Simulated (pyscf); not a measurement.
Optimised with ωB97X-D3(BJ)/def2-SVP in PySCF.

Problem. For the elementary gas-phase step H₃Si–GeH₃ (SMILES [SiH3][GeH3]) + HCl (SMILES Cl) → Cl–SiH₂–GeH₃ (SMILES Cl[SiH2][GeH3]) + H₂ (SMILES [H][H]) (singlet surface; H–Si, Cl–H broken, Cl–Si, H–H formed), what barrier and reaction energy does ωB97M-D3(BJ)/def2-TZVP give, measured from the separated reactants?

Solution. ΔE‡ = 148.2 kJ/mol, ΔE = -69.1 kJ/mol. Zero-point energy shifts the barrier by +4.6 kJ/mol. It is a four-centre exchange, with an imaginary mode of 881i cm⁻¹. This is the saddle that the search found; another between the same sides may lie lower. Elements up to Kr have no core potential and no relativistic terms here.
